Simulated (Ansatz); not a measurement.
Consider the formal loss of a carbene: `C#CC#CC` → `C#CC#C` + `[CH2]` (triplet).

Calculated with Ansatz (gas phase, PBE0-D4/def2-TZVP geometries, no zero-point term in ΔE). CBS: MP2 limit from def2 TZ/QZ plus the TZ coupled-cluster correction, frozen cores. This one scheme is used for every species. Functionals use def2-TZVPP. Triplets are unrestricted, without spin–orbit coupling.

```csv
species,BLYP energy (Eh)
`C#CC#CC`,-192.81442
`C#CC#C`,-153.49879
`[CH2]` (triplet),-39.14460
```

(1) Work out ΔE.

Largest T1 diagnostic among the species: 0.014.

Answers

(1) ΔE = (-153.49879) + (-39.14460) − (-192.81442) = 0.17103 Eh = +449.0 kJ/mol. CCSD(T)/CBS gives +460.5 kJ/mol.

From r2SCAN to r2SCAN0 (25 % exact exchange), in def2-TZVPP and without D4, ΔE moves by −4.0 kJ/mol. Leaving LDA and LC-ωPBE aside and taking each functional with its dispersion term where it has one, the values, not all of them listed here, spread over 33.5 kJ/mol, from r2SCAN0-D4 to PBE-D4. LDA lies +74.5 kJ/mol from PBE without D4.
